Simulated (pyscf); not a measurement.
CH₄ + HO–Ga(OH)–OH -> H₃C–Ga(OH)–OH + H₂O (four-centre exchange; singlet surface; C–H, Ga–O broken, C–Ga, H–O formed). Optimised with ωB97X-D3(BJ)/def2-SVP in PySCF. Energies in eV from the separated reactants.

```tsv
level	barrier	reaction energy
ωB97X-D3(BJ)/def2-TZVP	1.40	+0.65
PBE/def2-TZVP	1.29	+0.63
r²SCAN/def2-TZVP	1.29	+0.71
PBE0-D3(BJ)/def2-TZVP	1.29	+0.62
M06-2X/def2-TZVP	1.35	+0.75
ωB97M-D3(BJ)/def2-TZVP	1.44	+0.65
```

The functionals in the table span 0.15 eV in this barrier, from r²SCAN to ωB97M-D3(BJ). On the product side the descent ends in an adduct with a Ga–O contact, 0.65 eV under the separated species and 1.40 eV under the saddle at ωB97X-D3(BJ)/def2-TZVP. What is counted as broken (Ga–O) persists as a longer contact in the product adduct; parting that adduct is a step of its own. This is the saddle that the search found; another between the same sides may lie lower. Elements up to Kr have no core potential and no relativistic terms here.
